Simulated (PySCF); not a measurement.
Computed NMR parameters against published values

Bonds (- single, = double, # triple, : aromatic): C1-O2 1.409 Å. C1 carries H3, H4, H5; O2 carries H6.

PySCF calculation with spin–spin couplings from B3LYP/pcJ-2, σ from GIAO-B97-2/pcSseg-2 and geometry: PBE0-D3(BJ)/def2-TZVP; one computed conformer, non-relativistic Hamiltonian, equivalent nuclei averaged, no solvent model.

Reference values: measured (solution, toluene-d8, 298 K; Fulmer et al., Organometallics 2010, 29, 2176).
```json
{"atoms": "C1", "quantity": "δ ¹³C", "reference": "49.9", "computed": "55.1"}
```

Reference values: measured (solution, not stated per compound (mostly CDCl3 or CCl4); Pretsch, Buehlmann, Badertscher, Structure Determination of Organic Compounds, 4th ed. (2009)).
```json
{"atoms": "C1", "quantity": "δ ¹³C", "reference": "50.2", "computed": "55.1"}
{"atoms": "H3/H4/H5", "quantity": "δ ¹H", "reference": "3.48", "computed": "3.56"}
```

Reference values: measured (solution, DMSO-d6, 298 K; Fulmer et al., Organometallics 2010, 29, 2176).
```csv
atoms,quantity,reference,computed
C1,δ ¹³C,48.6,55.1
H3/H4/H5,δ ¹H,3.16,3.56
```

Reference values: measured (solution, CDCl3, 298 K; Fulmer et al., Organometallics 2010, 29, 2176).
| atoms | quantity | reference | computed |
| --- | --- | --- | --- |
| C1 | δ ¹³C | 50.4 | 55.1 |
| H3/H4/H5 | δ ¹H | 3.49 | 3.56 |

Reference values: measured (solution, C6D6, 298 K; Fulmer et al., Organometallics 2010, 29, 2176).
```json
{"atoms": "C1", "quantity": "δ ¹³C", "reference": "50.0", "computed": "55.1"}
```

Reference values: measured (solution, THF-d8, 298 K; Fulmer et al., Organometallics 2010, 29, 2176).
```csv
atoms,quantity,reference,computed
C1,δ ¹³C,49.6,55.1
H3/H4/H5,δ ¹H,3.27,3.56
```

Computed shifts are σ(ref) − σ with the named reference compound (TMS for H and C) calculated as an isolated molecule at the same level.

Coupling constants in Hz:
```tsv
coupling	reference	computed	source
¹J(O2,H6)	-85.0	-75.0	measured; Int. J. Mol. Sci. 2003, 4, 143 (spin-spin coupling constants in ethane, methanol and methylamine)
²J(H3,H4)	-10.8	-11.1	measured; Int. J. Mol. Sci. 2003, 4, 143 (spin-spin coupling constants in ethane, methanol and methylamine)
²J(O2,H3)	-7.5	-6.5	measured; Int. J. Mol. Sci. 2003, 4, 143 (spin-spin coupling constants in ethane, methanol and methylamine)
³J(H3,H6)	5.0	6.9	measured; Int. J. Mol. Sci. 2003, 4, 143 (spin-spin coupling constants in ethane, methanol and methylamine)
¹J(C1,H3)	141.0	144.2	measured; liquid or solution (compiled); San Fabian, Garcia de la Vega, Suardiaz et al., Magn. Reson. Chem. 2013, 51, 775 (SI)
```

Task: How far are the unscaled ¹³C shifts from the references?

Result: Mean signed difference +5.32 ppm, mean absolute 5.32 ppm over 6 comparisons; the largest is +6.5 ppm at C1 (methyl carbon bonded to O).

Task: How far are the unscaled ¹H shifts from the references?

Result: Mean signed difference +0.21 ppm, mean absolute 0.21 ppm over 4 comparisons; the largest is +0.40 ppm at H3/H4/H5 (hydrogen on a methyl carbon bonded to O).

15 of the 53 published NMR values on file for this molecule are compared. The rest: values from further sources, exchangeable protons in solution, protons in aromatic solvents, other calculations.
